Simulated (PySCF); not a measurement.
A GIAO shielding run with PySCF 2.14.0 with density-fitted response routines (density fitting, non-relativistic, gas phase) on SMILES [NH3+]CCC=C, [C$_{4}$H$_{10}$N]+:

```
$ OMP_NUM_THREADS=1 python probes_run.py task.json out

{"job": {"kind": "nmr", "xc": "PBE0", "basis": "pcSseg-1"}, "charge": 1, "multiplicity": 1}
C      1.773495     0.656630    -0.499083
C      1.240003     0.034743     0.543410
C      0.211940    -1.053858     0.417617
C     -1.178900    -0.419858     0.490888
N     -1.264451     0.599718    -0.595481
H      1.603814     0.334874    -1.516764
H      2.489574     1.450291    -0.375456
H      1.485400     0.343111     1.548990
H      0.327383    -1.585526    -0.528290
H      0.319609    -1.774418     1.226387
H     -1.309392     0.083550     1.449553
H     -1.965715    -1.162904     0.369665
H     -0.307896     1.041465    -0.624298
H     -1.987910     1.305423    -0.425647
H     -1.441367     0.154750    -1.503402
```

Hardware: 1 thread of an AMD EPYC 7B13, shared host. The job also computes population analyses, field gradients.

Problem. How large is the calculation?

Solution. 40 electrons, 135 basis functions and 692 auxiliary functions.

Problem. How long does it take, and how much memory does it need?

Solution. 11 s of wall time, with 13 SCF cycles and 4 response iterations; peak memory 0.64 GiB. Times on a shared host scatter by some tens of per cent.
